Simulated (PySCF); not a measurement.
**Bond length, frequency and bond energy of NaP by level of theory**

State: ³Σ⁻ (triplet), unpaired electrons π ↑↑. Set-up: PySCF, no relativity, basis sets Na aug-cc-pVDZ, P aug-cc-pV(D+d)Z. De refers to Na + P in their high-spin ground configurations, without counterpoise correction. The functionals are run spin-unrestricted. A positive dipole means Na(−)P(+).

```tsv
Level	Re (Å)	ωe (cm⁻¹)	De (eV)	μ (D)
ROHF	2.691	286	0.133	-8.71
ROHF-MP2	2.699	268	0.89	n/a
ROHF-SCS-MP2	2.702	266	0.94	n/a
ROHF-CCSD	2.716	257	0.92	n/a
ROHF-CCSD(T)	2.724	252	0.99	n/a
PBE	2.678	266	1.43	-6.56
revPBE	2.703	260	1.36	-6.73
r²SCAN	2.682	269	1.35	-7.26
TPSSh	2.679	274	1.46	-7.38
PBE0	2.663	278	1.32	-7.29
BHandHLYP	2.651	286	1.27	-7.53
```

The bond length runs from 2.651 Å (BHandHLYP) to 2.724 Å (ROHF-CCSD(T)). De spans 0.13 eV (ROHF, mean field) to 1.46 eV (TPSSh, hybrid meta-GGA). Correlation at CCSD(T) changes the Hartree–Fock bond energy by +0.86 eV; the triples alone change it by +0.07 eV.

Correlated steps freeze 6 core orbitals. Correlated levels converge slowly with the basis: in double zeta they bind strong bonds too weakly, by up to about 1 eV, and carry superposition errors of some tenths. The state is the lowest determinant that a PBE0 search found; another state may lie lower at other levels.

The whole job (state search and all levels along the bond) took about 1.7 min on 1 thread of Intel Xeon 6975P-C (shared host), peak memory 0.84 GiB.
